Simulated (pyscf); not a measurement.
Thermochemistry of product channels of `[CH3-]` + `[CH2]=[O]` on the singlet surface, in kcal/mol, from CCSD(T)/def2-TZVPPD + ΔMP2(QZVPPD) energies (ideal gas, 1 atm, RRHO with modes under 100 cm⁻¹ raised to 100, one conformer, R ln 2 for rigid chiral ones). Optimised with ωB97X-D3(BJ)/def2-SVPD in PySCF. Correlated levels are frozen-core, on RHF or UHF. ΔMP2 is the change of the MP2 total energy from the triple- to the quadruple-zeta basis.

| products | ΔE | ΔH(298 K) | ΔG(298 K) | ΔG(600 K) |
|---|---|---|---|---|
| `[CH4]` + `[CH-]=[O]` | -23.8 | -23.8 | -23.4 | -23.1 |
| `[CH2-][CH2][OH]` | -34.6 | -30.6 | -20.4 | -10.1 |
| `[CH2-][O][CH3]` | -10.1 | -6.7 | +3.6 | +14.2 |

The channel to H₂C⁻–CH₂–OH turns unfavourable between 298 and 1200 K (ΔG from -20.4 kcal/mol to +9.4 kcal/mol).

These are energies of the channels, which say nothing of barriers. H₂C⁻–CH₂–OH lies 22.5 kcal/mol over its isomer H₃C–CH₂–O⁻, and others may lie lower still (electronic energy, ωB97M-D3(BJ)). H₂C⁻–O–CH₃ lies 46.2 kcal/mol over its isomer H₃C–CH₂–O⁻, and others may lie lower still (electronic energy, ωB97M-D3(BJ)). The CCSD(T) − MP2 part came from Ansatz, without density fitting, on the same reference.
